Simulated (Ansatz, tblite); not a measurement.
# The cluster SiTe2: charged states by level of theory

The task here is to estimate one member of a computed series from the others.

The runs use Ansatz 0.2.0, Gaussian basis; as each input shows.

Levels to be run: charge +1 doublet, at the geometry of the singlet (PBE0-D4/def2-TZVP, PBE-D4/def2-TZVP, r2SCAN-D4/def2-TZVP, CCSD(T)/def2-TZVPP); charge -1 doublet, at the geometry of the singlet (PBE0-D4/def2-TZVPD, PBE-D4/def2-TZVPD, r2SCAN-D4/def2-TZVPD); the starting singlet's energies come from earlier runs.

2 further runs of the same task are left out: 2 set aside as unsound or not needed.

## The structure

The geometry is that of the singlet, from an earlier relaxation (r2SCAN-D4/def2-TZVP). At that level it is the lowest of the isomers that a small search found.

3 atoms, charge 0, spin multiplicity 1.

Atoms are counted from 1 here; the program's logs count them from 0.

Bond lengths: Si1–Te2 2.491 Å, Si1–Te3 2.491 Å, Te2–Te3 2.795 Å. Angles: Te2–Si1–Te3 68.2°, Si1–Te2–Te3 55.9°, Si1–Te3–Te2 55.9°.

Te takes a core potential in the def2 sets. No spin-orbit coupling is included.

Set-up of the first run:

in.yaml

```yaml
crystal:
  periodic: [false, false, false]
  atoms:
    - {symbol: Si, position_ang: [-0.509022, 1.246558, 0.278123]}
    - {symbol: Te, position_ang: [0.621909, -0.772256, 1.201054]}
    - {symbol: Te, position_ang: [-0.112886, -0.474303, -1.479177]}
basis:
  gaussian: {orbitals: def2-SVP}
total_charge: 1
magnetization: {spin_polarized: true, initial_magnetization: 1}
hamiltonian: {xc: pbe0, dispersion: d4}
output: {orbitals: {seedname: orbitals}}
```

The run is started by

```
ansatz run in.yaml --threads 4 --pin off --events-out ev --progress --plain --max-ram 3916MiB
```

Steps of the session up to this table: Charge +1 doublet at the fixed geometry, first pass, PBE0-D4/def2-SVP; Charge +1 doublet at the fixed geometry, PBE0-D4/def2-TZVP; Charge +1 doublet at the fixed geometry, PBE-D4/def2-TZVP; Charge +1 doublet at the fixed geometry, r2SCAN-D4/def2-TZVP; Charge +1 doublet at the fixed geometry, CCSD(T)/def2-TZVPP.

One table of the session follows, with a row left open; its other results are not shown here.

```
             method  vertical ionisation energy (eV)
      HF/def2-TZVPP                             7.00
   PBE-D4/def2-TZVP                             7.60
r2SCAN-D4/def2-TZVP                             7.68
  PBE0-D4/def2-TZVP                             7.70
     MP2/def2-TZVPP                             7.78
    CCSD/def2-TZVPP                                ?
 CCSD(T)/def2-TZVPP                             7.68
```

Q: Estimate the row for CCSD/def2-TZVPP from the others.

**Answer.** vertical ionisation energy (eV): 7.66. In the column «vertical ionisation energy (eV)» it lies between PBE-D4/def2-TZVP (7.60) and r2SCAN-D4/def2-TZVP (7.68).
